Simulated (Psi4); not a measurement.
# BH4O− (SMILES [BH3-]O), step by step

Wanted: a geometry optimisation (B97-3c/def2-mTZVP), then the harmonic vibrations, then a single-point energy (MP2-F12/cc-pVDZ-F12) of BH4O−. 

The results are computed with Psi4 1.11.

**1. Starting point**

BH4O− has 6 atoms, charge -1, and is taken as a singlet. SMILES: `[BH3-]O`. The shape is that of a GFN2-xTB optimisation. The run starts from this shape.

Bond lengths: B1–O2 1.506 Å, B1–H3 1.247 Å, B1–H4 1.218 Å, B1–H5 1.247 Å, O2–H6 0.957 Å. Angles: B1–O2–H6 105.4°, O2–B1–H3 110.8°, O2–B1–H4 108.0°, O2–B1–H5 110.8°, H3–B1–H4 109.7°, H3–B1–H5 107.7°, H4–B1–H5 109.8°.

**2. A geometry optimisation at B97-3c/def2-mTZVP (density fitting) (run 1)**

calc.dat

```
memory 1600 mb

molecule molecule1 {
  -1 1
  B     -0.074670    -0.173680    -0.316420
  O     -0.013550     1.016190     0.603980
  H      1.062740    -0.650510    -0.499740
  H     -0.542300     0.195170    -1.379270
  H     -0.789000    -1.072510     0.169030
  H      0.356770     0.685330     1.422430
  units angstrom
  symmetry c1
}

set {
  geom_maxiter 60
}

result = optimize("b97-3c")
print_variables()
```

Launch:

```console
psi4 -i calc.dat -o calc.out -n 1
```

calc.out:

```text
[...]
  Running in c1 symmetry.
[...]
  Nuclear repulsion =   33.272252130286205
[...]
  Multiplicity = 1
[...]
  Nalpha       = 9
  Nbeta        = 9
[...]
    Number of basis functions: 55
[...]
   @DF-RKS iter   1:  -102.03482864977727   -2.10077e-01   1.68676e-02 DIIS/ADIIS
[...]
   @DF-RKS iter   7:  -102.46591559942884   -6.25278e-13   2.36159e-09 DIIS
[...]
    Orbital Energies [Eh]
    ---------------------
    Doubly Occupied:
       1A    -18.487038     2A     -6.248298     3A     -0.656903
       4A     -0.230828     5A     -0.153600     6A     -0.070568
       7A     -0.065447     8A     -0.008736     9A      0.028650
[...]
  @DF-RKS Final Energy:  -102.46591559942884
   => Energetics <=
    Nuclear Repulsion Energy =             33.0026730213710024
    One-Electron Energy =                -208.9921143652332489
    Two-Electron Energy =                  87.7994027202161078
    DFT Exchange-Correlation Energy =     -14.2629663278702719
    Empirical Dispersion Energy =          -0.0129106479124297
    VV10 Nonlocal Energy =                  0.0000000000000000
    Total Energy =                       -102.4659155994288398
[...]
 Multipole Moments:
 ------------------------------------------------------------------------------------
     Multipole            Electronic (a.u.)      Nuclear  (a.u.)        Total (a.u.)
 ------------------------------------------------------------------------------------
 L = 1.  Multiply by 2.5417464519 to convert [e a0] to [Debye]
 Dipole X            :          0.0053097            0.2233083            0.2286180
 Dipole Y            :          2.5342855           -1.8511488            0.6831367
 Dipole Z            :          1.6158046           -0.5507854            1.0650192
 Magnitude           :                                                    1.2857713
[...]
  -Total Gradient:
     Atom            X                  Y                   Z
    ------   -----------------  -----------------  -----------------
       1        0.000015405628    -0.000255879886    -0.000115571617
       2       -0.000024336938     0.000192386273     0.000054373671
       3       -0.000001419660     0.000017891426     0.000017702448
       4       -0.000017161051     0.000041314920    -0.000023348558
       5        0.000005590450     0.000019704561     0.000015889848
       6        0.000017750308    -0.000047580051     0.000019078218
[...]
    Final optimized geometry and variables:
    Molecular point group: c1
    Full point group: C1
    Geometry (in Angstrom), charge = -1, multiplicity = 1:
    B           -0.042442144472    -0.613175211437    -0.504967620151
    O            0.016929853542     0.585959824942     0.417090314888
    H            1.093300581812    -1.105695861561    -0.717794654384
    H           -0.517568394567    -0.243679207485    -1.587980823769
    H           -0.767972968389    -1.530093452073    -0.046009842073
    H            0.387182323984     0.278080239714     1.248437802000
  Variable Map:
  ----------------------------------------------------------------------------
  "B973C DISPERSION CORRECTION ENERGY" =>      -0.004686707812
  "CURRENT ENERGY"                     =>    -102.465915599429
[...]
```

Standard output:

```text
Optimizer: Optimization complete!
```

Wall time 24 s (1 thread of Intel Xeon Platinum 8259CL at 2.50GHz (Skylake/Cascade Lake), shared host); peak memory 0.45 GiB.

The path in brief:

| step | energy from the first frame kept (eV) | largest force (eV/Å) |
| --- | --- | --- |
| 0 | 0.0000 | 0.3690 |
| 1 | -0.0122 | 0.1312 |
| 2 | -0.0126 | 0.0495 |
| 3 | -0.0126 | 0.0145 |

After the run. Bond lengths: B1–O2 1.514 Å, B1–H3 1.256 Å, B1–H4 1.239 Å, B1–H5 1.256 Å, O2–H6 0.961 Å. Angles: B1–O2–H6 106.8°, O2–B1–H3 112.2°, O2–B1–H4 108.1°, O2–B1–H5 112.2°, H3–B1–H4 108.4°, H3–B1–H5 107.3°, H4–B1–H5 108.4°.

**3. The harmonic vibrations at B97-3c/def2-mTZVP (density fitting) (run 2)**

calc.dat

```
memory 1.6 GB

molecule {
  -1 1
  B     -0.073049    -0.178426    -0.315274
  O     -0.013677     1.020709     0.606784
  H      1.062694    -0.670947    -0.528101
  H     -0.548175     0.191070    -1.398287
  H     -0.798580    -1.095344     0.143684
  H      0.356576     0.712829     1.438132
  units angstrom
}

set reference rks
set t 298.15
set rotational_symmetry_number 1

e_tot, wfn = freq("b97-3c", return_wfn=True)
print_variables()
```

Launch:

```console
psi4 -n 1 calc.dat calc.out
```

calc.out, cut to the lines that bear on the results:

```text
[...]
  Running in c1 symmetry.
[...]
  Nuclear repulsion =   33.002668850585955
[...]
  Multiplicity = 1
[...]
  Nalpha       = 9
  Nbeta        = 9
[...]
    Number of basis functions: 55
[...]
   @DF-RKS iter   1:  -102.04136153791030   -2.29129e-01   1.67477e-02 DIIS/ADIIS
[...]
   @DF-RKS iter  11:  -102.46591295598462   -4.60432e-12   5.05218e-09 DIIS
[...]
  @DF-RKS Final Energy:  -102.46591295598462
   => Energetics <=
    Nuclear Repulsion Energy =             33.0104141741764039
    One-Electron Energy =                -209.0061810960986577
    Two-Electron Energy =                  87.8064071886408044
    DFT Exchange-Correlation Energy =     -14.2636241634095349
    Empirical Dispersion Energy =          -0.0129290592936261
    VV10 Nonlocal Energy =                  0.0000000000000000
    Total Energy =                       -102.4659129559846207
[...]
 Multipole Moments:
[...]
  -Total Gradient:
     Atom            X                  Y                   Z
    ------   -----------------  -----------------  -----------------
       1        0.000132382439    -0.000203532828    -0.000229080801
       2        0.000511068290    -0.000261114767     0.001402687165
       3        0.000006387799     0.000020655969     0.000014617958
       4        0.000014073001     0.000104727577    -0.000040369781
       5       -0.000092681214    -0.000085150336     0.000178642078
       6       -0.000575445113     0.000392229245    -0.001358524183
[...]
  ==> Harmonic Vibrational Analysis <==
[...]
  Freq [cm^-1]                 267.5887            824.2419            837.7356
[...]
  IR activ [km/mol]            79.1460             123.0767            15.9416
[...]
  Freq [cm^-1]                 937.0532           1132.9870           1134.9545
[...]
  IR activ [km/mol]            43.4172             38.4453             61.4853
[...]
  Freq [cm^-1]                1159.6521           1194.1313           2031.7483
[...]
  IR activ [km/mol]            52.8056             144.7489            672.7634
[...]
  Freq [cm^-1]                2084.1432           2195.8906           3762.2507
[...]
  IR activ [km/mol]            431.8615            374.2364             2.5317
[...]
  Total E_0, Enthalpy at 0 [K]                                                         -102.42590556 [Eh]
[...]
  Total H, Enthalpy at  298.15 [K]                                                     -102.42139815 [Eh]
[...]
```

The script printed:

```text
Warning: used thermodynamics relations inappropriate for low-frequency modes: ['267.5887']
```

Run time: 3.3 min. Hardware: 1 thread of Intel Xeon Platinum 8259CL at 2.50GHz (Skylake/Cascade Lake), shared host; peak memory 0.44 GiB.

**4. A single-point energy at MP2-F12/cc-pVDZ-F12 (density fitting, density fitting for correlation) (run 3)**

bh4o.sdf

```

     RDKit          3D

  6  5  0  0  0  0  0  0  0  0999 V2000
   -0.0730   -0.1784   -0.3153 B   0  0  0  0  0  0  0  0  0  0  0  0
   -0.0137    1.0207    0.6068 O   0  0  0  0  0  0  0  0  0  0  0  0
    1.0627   -0.6709   -0.5281 H   0  0  0  0  0  0  0  0  0  0  0  0
   -0.5482    0.1911   -1.3983 H   0  0  0  0  0  0  0  0  0  0  0  0
   -0.7986   -1.0953    0.1437 H   0  0  0  0  0  0  0  0  0  0  0  0
    0.3566    0.7128    1.4381 H   0  0  0  0  0  0  0  0  0  0  0  0
  2  1  1  0
  3  1  1  0
  4  1  1  0
  5  1  1  0
  6  2  1  0
M  CHG  1   1  -1
M  END
$$$$
```

job.py

```python
import psi4
from rdkit import Chem

psi4.set_memory(1600000000)
psi4.set_num_threads(1)
psi4.core.set_output_file('output.dat', False)

rd = Chem.SDMolSupplier('bh4o.sdf', removeHs=False, sanitize=False)[0]
xyz = rd.GetConformer().GetPositions()
atoms = '\n'.join(f'{a.GetSymbol()} {x:.4f} {y:.4f} {z:.4f}' for a, (x, y, z) in zip(rd.GetAtoms(), xyz))
molecule = psi4.geometry('-1 1\n' + atoms + '')

psi4.set_options({
    'basis': 'cc-pVDZ-F12',
    'freeze_core': True,
})

e = psi4.energy("mp2-f12", molecule=molecule)
print(f'total energy {e:.8f} hartree = {e * 27.211386:.5f} eV')
```

Launch:

```console
python job.py
```

output.dat:

```text
[...]
  Running in c1 symmetry.
[...]
  Nuclear repulsion =   33.002849081518050
[...]
  Multiplicity = 1
[...]
  Nalpha       = 9
  Nbeta        = 9
[...]
    Number of basis functions: 96
[...]
   @DF-RHF iter   1:  -101.77311276411538   -8.57702e-01   5.65144e-03 ADIIS/DIIS
[...]
   @DF-RHF iter  11:  -101.91791446365448   -4.81748e-12   5.03519e-09 DIIS
[...]
    Orbital Energies [Eh]
    ---------------------
    Doubly Occupied:
       1A    -20.304537     2A     -7.334840     3A     -1.074104
       4A     -0.478810     5A     -0.386955     6A     -0.291584
       7A     -0.285453     8A     -0.183960     9A     -0.158587
[...]
  @DF-RHF Final Energy:  -101.91791446365448
   => Energetics <=
    Nuclear Repulsion Energy =             33.0028490815180504
    One-Electron Energy =                -208.8438677367628316
    Two-Electron Energy =                  73.9231041915903120
    Total Energy =                       -101.9179144636544834
[...]
 Multipole Moments:
 ------------------------------------------------------------------------------------
     Multipole            Electronic (a.u.)      Nuclear  (a.u.)        Total (a.u.)
 ------------------------------------------------------------------------------------
 L = 1.  Multiply by 2.5417464519 to convert [e a0] to [Debye]
 Dipole X            :          0.0341615            0.2232340            0.2573955
 Dipole Y            :          2.4614133           -1.8511090            0.6103044
 Dipole Z            :          1.6489901           -0.5507807            1.0982093
 Magnitude           :                                                    1.2824927
[...]
```

The script printed:

```text
total energy -102.37029724 hartree = -2785.63767 eV
```

Run time: 40 s. Hardware: 1 thread of Intel Xeon Platinum 8259CL at 2.50GHz (Skylake/Cascade Lake), shared host; peak memory 1.9 GiB.

**5. Outcome**

```
                                                                           quantity             value
                                  run 1, B97-3c/def2-mTZVP: total energy at the end     -102.46592 Eh
                                              run 1, B97-3c/def2-mTZVP: HOMO energy           0.78 eV
                                              run 1, B97-3c/def2-mTZVP: LUMO energy           5.57 eV
    run 1, B97-3c/def2-mTZVP: HOMO–LUMO gap (to an unbound level, set by the basis)           4.79 eV
                               run 2, B97-3c/def2-mTZVP: lowest harmonic wavenumber          268 cm⁻¹
                              run 2, B97-3c/def2-mTZVP: highest harmonic wavenumber         3762 cm⁻¹
                                        run 2, B97-3c/def2-mTZVP: zero-point energy      105.0 kJ/mol
run 2, B97-3c/def2-mTZVP: ideal-gas entropy at 298.15 K (symmetry number 1 as used)  58.0 cal/(mol K)
                                           run 3, MP2-F12/cc-pVDZ-F12: total energy     -102.37030 Eh
                    run 3, MP2-F12/cc-pVDZ-F12: HOMO energy (Hartree–Fock orbitals)          -4.32 eV
                    run 3, MP2-F12/cc-pVDZ-F12: LUMO energy (Hartree–Fock orbitals)           4.70 eV
  run 3, MP2-F12/cc-pVDZ-F12: HOMO–LUMO gap (to an unbound level, set by the basis)           9.01 eV
            run 3, MP2-F12/cc-pVDZ-F12: correlation energy (2 core orbitals frozen)        -448.2 mEh
```

**Reading.** The optimisation (run 1, B97-3c/def2-mTZVP) took 4 steps and changed the energy by -0.013 eV. The HOMO (run 1, B97-3c/def2-mTZVP) lies at positive energy, 0.78 eV, as semi-local functionals often give for anions; only total energies tell whether the electron is bound. All 12 modes (run 2, B97-3c/def2-mTZVP) are real, so the shape is a minimum at this level.
